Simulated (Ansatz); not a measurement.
# SiHCl+ (doublet): from Hartree-Fock to the top rungs, cc-pVDZ

How much of the correlation energy of SiHCl+ (doublet) does each wave-function method recover here?

Computed with Ansatz 0.2.0, Gaussian basis. Level: cc-pVDZ, core rule «outside noble gas», up to 10 orbitals frozen.

To be run: UHF; CCSD(T) on ROHF; CCSD(T) on UHF; BCCD(T) on ROHF; CISD; CCSDT(Q) on ROHF; CCSDT(Q) on UHF; CCSDTQ on ROHF; CCSDTQ on UHF; CASSCF and MRCISD+Q, 11 electrons in 9 orbitals; CASSCF and NEVPT2, 11 electrons in 9 orbitals.

4 further runs of the same task are left out: 4 set aside as unsound or not needed.

## (1) What is computed

The geometry is a PBE0/def2-TZVP stationary point (not a proven minimum) of the parent state, kept for this charge and spin.

3 atoms, charge 1, spin multiplicity 2.

Atoms are counted from 1 here; the program's logs count them from 0.

Bond lengths: Si1–Cl2 2.077 Å, Si1–H3 1.529 Å. Angles: Cl2–Si1–H3 94.7°.

## (2) UHF

Input file in.yaml:

```yaml
crystal:
  periodic: [false, false, false]
  atoms:
    - {symbol: Si, position_ang: [0.000000, -0.089026, 1.135803]}
    - {symbol: Cl, position_ang: [0.000000, 0.030004, -0.938114]}
    - {symbol: H, position_ang: [0.000000, 1.425266, 1.348629]}
basis:
  gaussian: {orbitals: cc-pVDZ}
total_charge: 1
magnetization: {spin_polarized: true, initial_magnetization: 1}
hamiltonian: {xc: hf}
output: {orbitals: {seedname: orbitals}}
```

Launch:

```sh
> ansatz run in.yaml --threads 1 --pin off --events-out ev --progress --plain --max-ram 4096MiB --backend cpu
```

Further steps of the session: CCSD(T) on ROHF; CCSD(T) on UHF; BCCD(T) on ROHF; CISD; CCSDT(Q) on ROHF; CCSDT(Q) on UHF; CCSDTQ on ROHF; CCSDTQ on UHF; CASSCF and MRCISD+Q, 11 electrons in 9 orbitals; CASSCF and NEVPT2, 11 electrons in 9 orbitals.

Before running them: what should the planned runs give, taken together? Wanted: UCCSDTQ below the RHF energy; RMP2 from UCCSDTQ; UMP2 from UCCSDTQ; RCCSD from UCCSDTQ; RCCSD(T) from UCCSDTQ; UCCSD(T) from UCCSDTQ; RCCSDT(Q) from UCCSDTQ; UCCSDT(Q) from UCCSDTQ; NEVPT2 valence from UCCSDTQ.

As calculated:

```
                         quantity                                          value
     UCCSDTQ below the RHF energy                                     -6.4673 eV
                RMP2 from UCCSDTQ                                   +99.2 kJ/mol
                UMP2 from UCCSDTQ                                   +96.7 kJ/mol
               RCCSD from UCCSDTQ                                   +25.2 kJ/mol
            RCCSD(T) from UCCSDTQ                                    +4.8 kJ/mol
            UCCSD(T) from UCCSDTQ                                    +4.8 kJ/mol
           RCCSDT(Q) from UCCSDTQ                                    +0.2 kJ/mol
           UCCSDT(Q) from UCCSDTQ                                    -0.5 kJ/mol
      NEVPT2 valence from UCCSDTQ                                  +108.8 kJ/mol
    MRCISD+Q valence from UCCSDTQ                                    +5.7 kJ/mol
levels within 1 kcal/mol (43 meV)  RCCSDT, UCCSDT, RCCSDT(Q), UCCSDT(Q), RCCSDTQ
                    T1 diagnostic                                          0.042
   effectively unpaired electrons                                           1.02
```

**Reading.** RCCSD(T) misses by +4.8 kJ/mol, 0.8 % of the correlation energy. The occupations are near whole numbers, but T1 = 0.042 shows that the orbitals relax strongly. Of the multireference levels listed MRCISD+Q valence comes nearest in total energy (+5.7 kJ/mol), which doesn't show that its space is the better one. These misses are within one basis, not against nature; the frozen cores of restricted and unrestricted runs differ, which can shift their rows.
